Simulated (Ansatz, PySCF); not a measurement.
Species: lithium hydride, LiH, net charge 0, singlet state. 
Structure (B3LYP-D3(BJ)/def2-TZVP (Ansatz, a first-principles code) minimum search):
```xyz
2

Li     0.0000     0.0000    -0.3977
H      0.0000     0.0000     1.1930
```

PBE beside other levels, property by property. Valence correlation only, unless marked. Open shells are spin-unrestricted. Spin-orbit coupling is left out. No relativistic terms. CBS(X,Y): correlation extrapolated as X^-3; Hartree-Fock from the larger set. Rows marked 298 K are enthalpies with B3LYP-D3(BJ) harmonic zero-point and thermal terms from PySCF. Enthalpies of formation rest on the atoms' values in the G2/97 table (older ones for B and Si), with no core term in the frozen-core levels. The coupled-cluster column (Ansatz) is a level with limits of its own: CCSD(T)/CBS(def2-TZVPPD,def2-QZVPPD).

| property | SVWN5/def2-TZVPD (Ansatz) | PBE0/def2-TZVPD (Ansatz) | wB97X-V/def2-TZVPD (Ansatz) | coupled cluster | measured |
|---|---|---|---|---|---|
| H-Li bond dissociation enthalpy, 298 K, to Li atom + H atom (kcal/mol) | 59.1 | 51.0 | 55.7 | 56.5 | - |
| enthalpy of formation at 298 K by atomisation (kcal/mol) | 31.0 | 39.2 | 34.5 | 33.7 | 33.3 |

Measured values: G2/97 table in ASE (Curtiss et al.); they hold spin-orbit effects, which all levels lack, and core correlation, which the frozen-core levels lack. This is an older compilation, not checked against later work.

Task: What does PBE/def2-TZVPD (Ansatz) give for each property, and on which side of the measured value, or else of coupled cluster, does it fall?

Result: 
- H-Li bond dissociation enthalpy, 298 K, to Li atom + H atom: PBE lies 4.7 kcal/mol below coupled cluster; PBE gives 51.8 kcal/mol.
- enthalpy of formation at 298 K by atomisation: PBE lies 5.1 kcal/mol above the measured value; PBE gives 38.4 kcal/mol.
